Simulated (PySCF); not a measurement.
Atom-mapped SMILES (the numbers label the heavy atoms): `[PH2:1][SiH2:2][Cl:3]`. Each H is labelled by its parent atom.

Geometry: PBE0-D3(BJ)/def2-SVP; GIAO absolute shieldings from PySCF 2.14.0 with density-fitted response routines, gas phase, non-relativistic, averaged over equivalent atoms.

At BP86/pcSseg-2 (185 basis functions, 21 s wall time on 1 thread of an Arm Neoverse N1, shared host):
| atoms | σ (ppm) |
| --- | --- |
| P1 | 554.9 |
| Si2 | 325.9 |
| Cl3 | 956.7 |
| H(Si2) | 25.37 |
| H(P1) | 29.28 |

Question: Estimate the result of repeating the calculation with B3LYP/pcSseg-2.

Answer: 
```json
{"atoms": "P1", "σ at B3LYP/pcSseg-2": "548.3", "change": "-6.6"}
{"atoms": "Si2", "σ at B3LYP/pcSseg-2": "330.0", "change": "+4.1"}
{"atoms": "Cl3", "σ at B3LYP/pcSseg-2": "966.2", "change": "+9.5"}
{"atoms": "H(Si2)", "σ at B3LYP/pcSseg-2": "25.80", "change": "+0.43"}
{"atoms": "H(P1)", "σ at B3LYP/pcSseg-2": "29.51", "change": "+0.23"}
```

The largest change is at Cl3 (chlorine bonded to Si). Cost: 185 basis functions, 18 s wall time on 1 thread of an Arm Neoverse N1, shared host.
